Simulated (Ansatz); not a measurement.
Reaction (SMILES): FC(=C)F + 4 [H][H] (H2) → 2 C (CH4) + 2 F (HF)
B3LYP-D3(BJ)/def2-TZVP geometries, fixed; electronic energies without zero-point terms.
Largest species:
```xyz
6

C      1.3666    -0.1842    -0.0960
C      0.0659    -0.0089    -0.0046
F     -0.8303    -0.9779     0.0790
F     -0.5461     1.1633     0.0177
H      2.0191     0.6710    -0.1597
H      1.7731    -1.1820    -0.1067
```

Basis-set convergence of the energy of full hydrogenation at CCSD(T) with Ansatz (a quantum-chemistry and plane-wave program). Cartesian d functions, on some or all atoms, in 6-31G*, 6-31G**; all else is spherical. Cores are frozen. No added dispersion term, no relativity. Functions are those of the species that has most. Reference: Hartree-Fock in cc-pVQZ plus the correlation part extrapolated as X^-3 from cc-pVTZ and cc-pVQZ, -99.88 kcal/mol, itself unsure by roughly 0.59 kcal/mol (a third of the extrapolation step and of the last Hartree-Fock step). Deviations are taken from unrounded values.

```json
[
 {"basis": "STO-3G", "functions": "22"},
 {"basis": "3-21G", "functions": "40"},
 {"basis": "6-31G", "functions": "40"},
 {"basis": "def2-SV(P)", "functions": "60"},
 {"basis": "6-31G*", "functions": "64"},
 {"basis": "def2-SVP", "functions": "66"},
 {"basis": "6-31G**", "functions": "70"},
 {"basis": "6-311G**", "functions": "84"},
 {"basis": "def2-SVPD", "functions": "102"},
 {"basis": "def2-TZVP", "functions": "136"},
 {"basis": "def2-TZVPP", "functions": "152"},
 {"basis": "def2-TZVPD", "functions": "172"},
 {"basis": "def2-TZVPPD", "functions": "188"},
 {"basis": "def2-QZVPP", "functions": "288"}
]
```

Task: Which is the smallest set listed that can be trusted to 4 kcal/mol here, that is, within that of the reference together with its larger relatives (same family, alike in diffuse functions; a set with none to test it counts only in the reference's own line)?

Result: The smallest set listed that lies within 4 kcal/mol of the reference with all its larger relatives (same family, alike in diffuse functions; a set with none counts only in the reference's own line) is def2-TZVPP (152 functions, 0.94 kcal/mol off). Inside, with no larger relative to test it: def2-TZVPPD. Value minus reference: STO-3G 55.92, 3-21G 45.27, 6-31G 17.03, def2-SV(P) 36.78, 6-31G* 26.98, def2-SVP 6.09, 6-31G** 12.59, 6-311G** 5.35, def2-SVPD -5.85, def2-TZVP 7.54, def2-TZVPP 0.94, def2-TZVPD 5.22, def2-TZVPPD -0.52, def2-QZVPP -0.10 kcal/mol.
